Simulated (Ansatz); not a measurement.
## Germanium, diamond: convergence with the k-point mesh

Computed with Ansatz, PBE, scalar-relativistic PAW, on the relaxed cell (a = 5.772 Å; spin not included). Errors count from a run at 420 eV on a Γ-centred 9×9×9 mesh with Fermi-Dirac smearing of 0.05 eV, extrapolated to zero width. Fixed here: cutoff 420 eV, Fermi-Dirac width 0.05 eV. The SCF starts from atomic densities corrected by a trained network.

```json
{"k-mesh": "2×2×2", "E(σ→0) error (meV/atom)": "1355.1", "P (GPa)": "13.95", "SCF iterations": "7"}
{"k-mesh": "3×3×3", "E(σ→0) error (meV/atom)": "358.5", "P (GPa)": "2.43", "SCF iterations": "6"}
{"k-mesh": "4×4×4", "E(σ→0) error (meV/atom)": "119.2", "P (GPa)": "0.75", "SCF iterations": "6"}
{"k-mesh": "5×5×5", "E(σ→0) error (meV/atom)": "46.0", "P (GPa)": "0.01", "SCF iterations": "6"}
{"k-mesh": "6×6×6", "E(σ→0) error (meV/atom)": "18.6", "P (GPa)": "-0.19", "SCF iterations": "6"}
{"k-mesh": "10×10×10", "E(σ→0) error (meV/atom)": "-1.3", "P (GPa)": "-0.32", "SCF iterations": "6"}
{"k-mesh": "14×14×14", "E(σ→0) error (meV/atom)": "-2.8", "P (GPa)": "-0.32", "SCF iterations": "7"}
```

Problem. What does the run at 8×8×8 give (k-mesh)?

Solution. E(σ→0) error (meV/atom): 2.5; P (GPa): -0.30; SCF iterations: 6.

Within 5 meV/atom of the last row: from 10×10×10 on.
